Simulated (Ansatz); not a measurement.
Two isomers of C2H3NO2: A = `OC1(O)C=N1`, B = `N=C1OCO1`.

Isolated molecules relaxed with PBE0-D4/def2-TZVP in Ansatz; ΔE leaves out vibrations. CCSD(T)/CBS adds triple-zeta CCSD(T) − MP2 to the extrapolated MP2 energy (def2 sets, frozen cores). DFT in def2-TZVPP. B3LYP here is the variant with VWN-RPA as its local correlation; programs differ in this. Each species was taken in one conformer, which may not be the lowest.

Task: Which isomer does CCSD(T)/CBS put lower? Give the gap. (Estimate.)

Result: Computed: B, by 19.8 kcal/mol.

Task: Give E(B) − E(A) in kcal/mol with B2PLYP, BLYP-D4, CCSD/def2-TZVPP, r2SCAN-D4, B3LYP-D4, ωB97M-V, CCSD(T)/def2-TZVPP. (An estimate is asked.)

Result: Computed: B2PLYP -22.7, BLYP-D4 -23.6, CCSD/def2-TZVPP -21.8, r2SCAN-D4 -24.1, B3LYP-D4 -23.6, ωB97M-V -22.0, CCSD(T)/def2-TZVPP -21.6. None reverses the order clearly.

Task: Does the order hold for the free energy at 298.15 K (harmonic terms from PBE0-D4)? (An estimate is asked.)

Result: The calculation gave: Yes: G(B) − G(A) = -17.5 kcal/mol, for one conformer each.

Largest T1 diagnostic: 0.014.

Leaving LDA and LC-ωPBE aside and taking each functional with its dispersion term where it has one, the values spread over 2.1 kcal/mol, from r2SCAN-D4 to ωB97M-V. LDA lies −0.9 kcal/mol from PBE without D4. At CCSD(T), def2-SVP lies −0.9 kcal/mol from the extrapolated value and def2-TZVPP −1.8 kcal/mol.
